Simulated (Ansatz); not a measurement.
**MgNH (triplet): from Hartree-Fock to the top rungs at angle Mg2–N1–H3 = 124.9°, 6-31G**

How much of the correlation energy of MgNH (triplet) does each wave-function method recover here?

Method: 6-31G, core rule «outside noble gas», up to 6 orbitals frozen; program: Ansatz 0.2.0, Gaussian basis.

To be run: UHF; CCSD(T) on ROHF; CCSD(T) on UHF; BCCD(T) on ROHF; CISD; CCSDT(Q) on ROHF; CCSDT(Q) on UHF; CCSDTQ on ROHF; CCSDTQ on UHF; CASSCF and MRCISD+Q, 4 electrons in 4 orbitals; CASSCF and NEVPT2, 4 electrons in 4 orbitals; Full CI.

23 further runs of the same task are left out: 14 for a known fault of the program, 5 that didn't finish, 4 set aside as unsound or not needed.

## 1. What is computed

The geometry derives from a PBE0/def2-TZVP stationary point (not a proven minimum). One angle is set to the value named; bond lengths are kept.

3 atoms, charge 0, spin multiplicity 3.

Atoms are counted from 1 here; the program's logs count them from 0.

Bond lengths: N1–Mg2 1.882 Å, N1–H3 1.011 Å. Angles: Mg2–N1–H3 124.9°.

As a file:

```
N    -0.5500    0.0000    1.0083
Mg    0.3204    0.0000   -0.6600
H    -0.0824    0.0000    1.9046
```

## 2. UHF

File in.yaml:

```yaml
crystal:
  periodic: [false, false, false]
  atoms:
    - {symbol: N, position_ang: [-0.549971, 0.000000, 1.008282]}
    - {symbol: Mg, position_ang: [0.320358, 0.000000, -0.660048]}
    - {symbol: H, position_ang: [-0.082361, 0.000000, 1.904642]}
basis:
  gaussian: {orbitals: 6-31G}
magnetization: {spin_polarized: true, initial_magnetization: 2}
hamiltonian: {xc: hf}
output: {orbitals: {seedname: orbitals}}
```

Started as:

```sh
ansatz run in.yaml --threads 1 --pin off --events-out ev --progress --plain --max-ram 2393MiB
```

After this run come: CCSD(T) on ROHF; CCSD(T) on UHF; BCCD(T) on ROHF; CISD; CCSDT(Q) on ROHF; CCSDT(Q) on UHF; CCSDTQ on ROHF; CCSDTQ on UHF; CASSCF and MRCISD+Q, 4 electrons in 4 orbitals; CASSCF and NEVPT2, 4 electrons in 4 orbitals; Full CI.

**Question.** What will the summary of the whole plan be? Wanted: FCI from the RHF energy; RMP2 from FCI; UMP2 from FCI; RCCSD from FCI; RCCSD(T) from FCI; UCCSD(T) from FCI; RCCSDT(Q) from FCI; UCCSDT(Q) from FCI; NEVPT2 pair from FCI.

**Answer**, as computed:

| quantity | value |
| --- | --- |
| FCI from the ROHF energy | -3.0320 eV |
| RMP2 from FCI | +480.3 meV |
| UMP2 from FCI | +457.8 meV |
| RCCSD from FCI | +87.4 meV |
| RCCSD(T) from FCI | +22.3 meV |
| UCCSD(T) from FCI | +21.3 meV |
| RCCSDT(Q) from FCI | +0.1 meV |
| UCCSDT(Q) from FCI | -2.3 meV |
| NEVPT2 pair from FCI | +430.4 meV |
| MRCISD+Q pair from FCI | +32.7 meV |
| levels within 1 kcal/mol (43 meV) | RCCSD(T), UCCSD(T), BCCD(T), RCCSDT, UCCSDT, RCCSDT(Q), UCCSDT(Q), RCCSDTQ, UCCSDTQ, MRCISD+Q pair |
| T1 diagnostic | 0.039 |
| effectively unpaired electrons | 2.03 |

In words: RCCSD(T) misses by +22.3 meV, 0.7 % of the correlation energy. UCCSDT(Q) falls below full CI: unrestricted runs freeze a spin-polarised core, another one than full CI's, and coupled cluster isn't variational. One determinant dominates. Of the multireference levels listed MRCISD+Q pair comes nearest in total energy (+32.7 meV), which doesn't show that its space is the better one. These misses are within one basis, not against nature; the frozen cores of restricted and unrestricted runs differ, which can shift their rows.

Levels on UHF freeze UHF's core orbitals, full CI those of ROHF, so the U rows can settle a little off it for that reason alone.

With open shells the CI space here admits some triples and quadruples, so it is larger than plain CISD.
